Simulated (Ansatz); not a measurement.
# H₁₂NO₄+: geometry and frequencies at several levels

Aim: geometry and frequencies at several levels, for H₁₂NO₄+, with the cost of each level. Charge +1.

Method: the levels named in each step, in Ansatz 0.2.0.

### 1 The starting structure

Bond lengths: O1–H6 0.960 Å, O1–H7 0.960 Å, O2–H8 0.960 Å, O2–H9 0.960 Å, O3–H10 0.960 Å, O3–H11 0.960 Å, O4–H12 0.960 Å, O4–H13 0.960 Å, N5–H14 1.036 Å, N5–H15 1.035 Å, N5–H16 1.036 Å, N5–H17 1.036 Å. Angles: H6–O1–H7 107.1°, H8–O2–H9 107.1°, H10–O3–H11 107.2°, H12–O4–H13 107.2°, H14–N5–H15 109.8°, H14–N5–H16 109.7°, H14–N5–H17 109.2°, H15–N5–H16 109.0°, H15–N5–H17 109.6°, H16–N5–H17 109.5°.

Structure file:

```xyz
17

O    -0.5908    2.7069   -0.0670
O    -0.3972   -0.9538   -2.5458
O     2.6128   -0.4388    0.8186
O    -1.6296   -1.3285    1.7873
N     0.0071    0.0135    0.0105
H     0.0376    3.4307   -0.0155
H    -1.4612    3.0961   -0.1791
H     0.1232   -0.7287   -3.3207
H    -1.1262   -1.5019   -2.8456
H     3.0101   -0.2182    1.6646
H     3.2864   -0.8796    0.2954
H    -1.3311   -1.8796    2.5148
H    -2.5892   -1.3302    1.8061
H    -0.2165    1.0251    0.0063
H     0.9889   -0.1272    0.3072
H    -0.6187   -0.4804    0.6716
H    -0.1265   -0.3687   -0.9429
```

### 2 A rough first relaxation, PBE-D4/def2-SVP

Contents of input.yaml:

```yaml
crystal:
  periodic: [false, false, false]
  atoms:
    - { symbol: O, position_ang: [-0.5908, 2.70687, -0.06698] }
    - { symbol: O, position_ang: [-0.39718, -0.9538, -2.54581] }
    - { symbol: O, position_ang: [2.61278, -0.43876, 0.81865] }
    - { symbol: O, position_ang: [-1.62958, -1.32852, 1.78735] }
    - { symbol: "N", position_ang: [0.00711, 0.01355, 0.01048] }
    - { symbol: H, position_ang: [0.03759, 3.43071, -0.0155] }
    - { symbol: H, position_ang: [-1.46116, 3.09608, -0.17914] }
    - { symbol: H, position_ang: [0.12322, -0.72869, -3.32073] }
    - { symbol: H, position_ang: [-1.12622, -1.50192, -2.8456] }
    - { symbol: H, position_ang: [3.01014, -0.21817, 1.66458] }
    - { symbol: H, position_ang: [3.28636, -0.87955, 0.29539] }
    - { symbol: H, position_ang: [-1.33109, -1.87959, 2.51482] }
    - { symbol: H, position_ang: [-2.5892, -1.33024, 1.80611] }
    - { symbol: H, position_ang: [-0.21649, 1.0251, 0.00627] }
    - { symbol: H, position_ang: [0.98895, -0.12721, 0.30722] }
    - { symbol: H, position_ang: [-0.6187, -0.48037, 0.67157] }
    - { symbol: H, position_ang: [-0.12652, -0.36873, -0.94292] }
total_charge: 1
basis:
  gaussian: { orbitals: def2-SVP }
hamiltonian:
  xc: pbe
  dispersion: d4
relax:
  f_tol: 0.03
  max_steps: 200
```

On the command line:

```bash
$ ansatz run input.yaml --threads 4 --pin off --max-ram 10240MiB --backend cpu --events-out ev --progress --plain --runs-dir out
```

After this run come: Relaxation, PBE0-D4/def2-TZVP; Relaxation, PBE0-D4/def2-SVP; Frequencies, PBE0-D4/def2-SVP.

Before running it: what results should come out? Wanted: O1–H6 at PBE0-D4/def2-SVP; O1–H7 at PBE0-D4/def2-SVP; frequencies at PBE0-D4/def2-SVP.

**Answer**, as computed:

| quantity | value |
| --- | --- |
| O1–H6 at PBE0-D4/def2-SVP | 0.964 Å |
| O1–H7 at PBE0-D4/def2-SVP | 0.964 Å |
| frequencies at PBE0-D4/def2-SVP | 27 to 3959 cm⁻¹ |

What this shows: The O1–H6 distance spreads over 0.003 Å, from PBE0-D4/def2-TZVP (shortest) to PBE0-D4/def2-SVP. No mode is imaginary, so the geometry is a minimum.
